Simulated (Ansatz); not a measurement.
This Ansatz (a first-principles code) input (wB97M-V/aug-cc-pVQZ) gives -56.18156 Eh with 218 basis functions. A basis named .json is the Basis Set Exchange file of that set (core-valence sets with the plain set on hydrogen).

Ansatz 0.2 input:
```yaml
crystal:
  periodic: [false, false, false]
  atoms:
    - {symbol: N, position_ang: [-0.00000000, 0.00000000, 0.00000000]}
    - {symbol: H, position_ang: [-0.01073378, 1.02502493, -0.03038898]}
    - {symbol: H, position_ang: [0.89333025, -0.50366246, 0.00006664]}
    - {symbol: H, position_ang: [-0.88259648, -0.52136248, 0.03032234]}
basis:
  gaussian:
    orbitals: aug-cc-pVQZ
    final_grid: {core_spheres: 26, valence_spheres: 22, degree: 59}
hamiltonian:
  xc: {name: wB97M-V}
total_charge: 1
magnetization: {spin_polarized: true, initial_magnetization: 1}
```

Change:
```diff
- final_grid: {core_spheres: 26, valence_spheres: 22, degree: 59}
+ fitting: {mean_field: def2-SV_P_-JKFIT.json}
```

Q: What does the run give now?

A: -56.18161 Eh (wB97M-V/aug-cc-pVQZ, 218 functions), a change of -0.05 mEh.
